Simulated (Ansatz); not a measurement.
**fcc Pd**

The numbers are results of LDA (plane waves, PAW; Ansatz, a first-principles code), not measurements.

Run with plane-wave cutoff 500 eV, 14×20×1 k mesh (along the axes of the cell as run), Fermi–Dirac smearing 0.1 eV, scalar-relativistic PAW data made under PBE.

Cell: relaxed at this level.

```
Quantity                             Result
--------------------------------  ---------
surface energy of the (110) face  2.26 J/m²
work function of the (110) face     5.23 eV
```

The slab of 12 atoms is relaxed and unreconstructed.

Cost on a shared machine: around 30 core-minutes (rough).
